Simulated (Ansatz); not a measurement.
This script drives Ansatz 0.2.0, Python API.

`bh2s_md.py`:
```python
import logging
import sys
import warnings

import ansatz
import numpy as np

logging.basicConfig(stream=sys.stdout, format='%(levelname)s:%(name)s:%(message)s')
log = logging.getLogger('run')
log.setLevel(logging.INFO)

SETTINGS = {
    'basis': '6-31G',
    'xc': 'PBE0',
    'n_steps': 20,
    'temperature_k': 500,
}

warnings.simplefilter('ignore', ansatz.DeckWarning)

system = (
    ansatz.Crystal.molecule()
    .atom('B', [0.0143, -0.5116, 0.7995])
    .atom('S', [0.2136, 1.1121, -0.2007])
    .atom('H', [0.5465, -1.4363, 0.4993])
    .atom('H', [-0.7189, 0.7755, -1.1184])
)

base = (
    system.calculation()
    .basis(gaussian=SETTINGS['basis'])
    .functional(SETTINGS['xc'])
    .spin('collinear', total=1)
)
symbols = [site.symbol for site in system.cartesian_sites]
start = np.array([site.position_ang for site in system.cartesian_sites], dtype=float)
data = base.relax(force_tolerance=0.02).run().report
end = np.array(data['positions_ang'])
minimum = ansatz.Crystal.molecule()
for symbol, place in zip(symbols, end):
    minimum = minimum.atom(symbol, place.tolist())

base = minimum.calculation()
base = base.basis(gaussian=SETTINGS['basis'])
base = base.functional(SETTINGS['xc'])
base = base.spin('collinear', total=1)
base = base.md('nvt_langevin', timestep=0.5, steps=SETTINGS['n_steps'], temperature=SETTINGS['temperature_k'], initial_velocities='maxwell_boltzmann', seed=12, friction=0.05)
frames = []
res = base.session().plan().execute(on_event=lambda e: frames.append(e['data']) if e['event'] == 'md_step' else None)
log.info('t (fs)   E_pot (eV)      E_kin (eV)   T (K)   d(0-1) (A)')
for f in frames[::2]:
    xyz = np.array(f['positions_ang'])
    log.info(f'{f["time_fs"]:6.2f} {f["lagrangian_ev"]:14.5f} {f["e_kin_ev"]:10.5f} {f["temperature_k"]:8.1f} {np.linalg.norm(xyz[0] - xyz[1]):9.4f}')
print('mean temperature', round(float(np.mean([f['temperature_k'] for f in frames])), 1), 'K')
```

It is started by `python bh2s_md.py`. How long does it take on 1 thread of Arm Neoverse V2, with other jobs on the host, and how much memory does it need?

It took about 26 s, with a peak of 0.17 GiB, for 2 runs of the engine.

```console
$ python bh2s_md.py
INFO:run:t (fs)   E_pot (eV)      E_kin (eV)   T (K)   d(0-1) (A)
INFO:run:  0.00   -11536.04389    0.19389    375.0    1.7883
INFO:run:  1.00   -11536.01991    0.19657    380.2    1.7953
INFO:run:  2.00   -11535.97526    0.09391    181.6    1.8007
INFO:run:  3.00   -11535.95642    0.10220    197.7    1.8059
INFO:run:  4.00   -11535.99000    0.12788    247.3    1.8076
INFO:run:  5.00   -11536.02037    0.12329    238.5    1.8086
INFO:run:  6.00   -11536.02325    0.10945    211.7    1.8078
INFO:run:  7.00   -11535.99947    0.12164    235.3    1.8043
INFO:run:  8.00   -11535.97077    0.14254    275.7    1.8003
INFO:run:  9.00   -11535.95661    0.14074    272.2    1.7984
INFO:run: 10.00   -11535.97083    0.17201    332.7    1.7969
mean temperature 270.2 K
```

Caveats:
- Total energies depend on the basis set; only differences at equal settings carry meaning.
- The trajectory is only some femtoseconds long, so its temperature is not equilibrated; where the script doesn't relax first, it starts from a rough generated geometry.
- The run takes the species as open-shell (spin multiplicity 2), which needn't be its ground state.
- The printed temperature counts all 3N degrees of freedom under Langevin dynamics, so the first row lies under the target.
